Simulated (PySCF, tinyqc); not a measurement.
Ways to converge the cycle: SCF convergence aids in the sto-3g basis, for LiH, spin multiplicity 1. Computed by the program tinyqc with PySCF. RHF with one setting changed at a time; a run stops when the energy changes by less than 1e-09 hartree and the error matrix is below 1e-5. The start is random orbitals. Damping d keeps d of the old density; a shift (hartree) raises the virtual levels; DIIS n extrapolates F over n matrices.

Geometry (angstrom):
```
atom       x       y       z
Li    0.0000  0.0000  0.0000
H     0.0000  0.0000  2.9000
```

lowest restricted solution found by these runs and by PySCF = -7.722219 hartree

Largest element of the error matrix X^T (FDS - SDF) X:
```
iteration    plain  damping 0.3  damping 0.6  shift 0.4   DIIS 3   DIIS 8
1          2.0e+00      2.0e+00      2.0e+00    2.0e+00  2.0e+00  2.0e+00
2          2.1e-01      4.0e-01      9.4e-01    2.5e-01  2.1e-01  2.1e-01
3          2.1e-01      1.4e-01      5.1e-01    8.7e-02  2.1e-01  2.1e-01
4          2.6e-01      7.9e-02      3.1e-01    6.9e-02  1.7e-01  1.7e-01
5          1.9e-01      3.6e-02      1.9e-01    6.6e-02  2.2e-01  2.1e-01
6          1.2e-01      1.6e-02      1.1e-01    6.2e-02  3.1e-02  8.5e-02
8          1.7e-02      7.0e-03      5.5e-02    5.2e-02  1.3e-02  1.5e-02
10         2.3e-03      3.6e-03      3.6e-02    4.1e-02  1.4e-03  1.3e-03
14         1.5e-04      8.6e-04      1.4e-02    2.4e-02        -  1.9e-07
20               -      8.7e-05      5.3e-03    1.1e-02        -        -
30               -            -      8.5e-04    1.8e-03        -        -
45               -            -      4.3e-05    8.3e-05        -        -
```

How each run ends:
```
run          iterations  E (hartree)         state
plain                19     -7.72222  lowest found
damping 0.3          26     -7.72222  lowest found
damping 0.6          53     -7.72222  lowest found
shift 0.4            56     -7.72222  lowest found
DIIS 3               13     -7.72222  lowest found
DIIS 8               14     -7.72222  lowest found
```

What does the comparison show, and why?

6 of 6 runs reach the lowest restricted solution found, in 13 to 56 iterations (fastest: DIIS 3). Plain steps already contract here, so damping only slows them. DIIS 3 and DIIS 8 gain by cancelling the error over several earlier matrices, much as a quasi-Newton step does. The restricted reference is unstable here: a spin-polarised solution lies 0.0672 hartree lower (PySCF), so results built on it describe a poor reference.
